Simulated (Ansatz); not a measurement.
# PHO₂ (singlet): wave-function methods side by side at a displaced geometry (v2), cc-pVDZ

How much of the correlation energy of PHO₂ (singlet) does each wave-function method recover here?

Program: Ansatz 0.2.0, Gaussian basis. Level of theory: cc-pVDZ, core rule «outside noble gas», up to 7 orbitals frozen. These are calculated values, not measurements.

The runs, in order: UHF; CCSD(T) on RHF; BCCD(T) on RHF; CISD; CCSDT(Q) on RHF.

9 further runs of the same task are left out: 4 that didn't finish, 5 set aside as unsound or not needed.

## Step 1: The geometry

The geometry is a PBE0/def2-TZVP stationary point (not a proven minimum) with its atoms shifted at random (size 0.100 Å).

4 atoms, charge 0, spin multiplicity 1.

Atoms are counted from 1 here; the program's logs count them from 0.

Bond lengths: P1–O2 1.453 Å, P1–O3 1.448 Å, P1–H4 1.485 Å. Angles: O2–P1–O3 134.2°, O2–P1–H4 113.7°, O3–P1–H4 110.8°.

## Step 2: UHF

in.yaml reads:

```yaml
crystal:
  periodic: [false, false, false]
  atoms:
    - {symbol: P, position_ang: [0.063380, -0.251737, -0.004094]}
    - {symbol: O, position_ang: [-0.101494, 0.314593, -1.332054]}
    - {symbol: O, position_ang: [-0.024874, 0.282169, 1.338874]}
    - {symbol: H, position_ang: [0.058235, -1.736824, 0.017534]}
basis:
  gaussian: {orbitals: cc-pVDZ}
magnetization: {spin_polarized: true, initial_magnetization: 0}
hamiltonian: {xc: hf}
output: {orbitals: {seedname: orbitals}}
```

Run with:

```bash
$ ansatz run in.yaml --threads 1 --pin off --events-out ev --progress --plain --max-ram 2393MiB
```

The runs that follow: CCSD(T) on RHF; BCCD(T) on RHF; CISD; CCSDT(Q) on RHF.

**Question.** What will the summary of the whole plan be? Wanted: RCCSDT(Q) below the RHF energy; RMP2 from RCCSDT(Q); RCCSD from RCCSDT(Q); RCCSD(T) from RCCSDT(Q); T1 diagnostic.

The runs gave:

| quantity | value |
| --- | --- |
| RCCSDT(Q) below the RHF energy | -14.1571 eV |
| RMP2 from RCCSDT(Q) | +66.3 kJ/mol |
| RCCSD from RCCSDT(Q) | +53.6 kJ/mol |
| RCCSD(T) from RCCSDT(Q) | +8.3 kJ/mol |
| levels within 1 kcal/mol (43 meV) | none |
| T1 diagnostic | 0.021 |

RCCSD(T) misses by +8.3 kJ/mol, 0.6 % of the correlation energy. These misses are within one basis, not against nature.
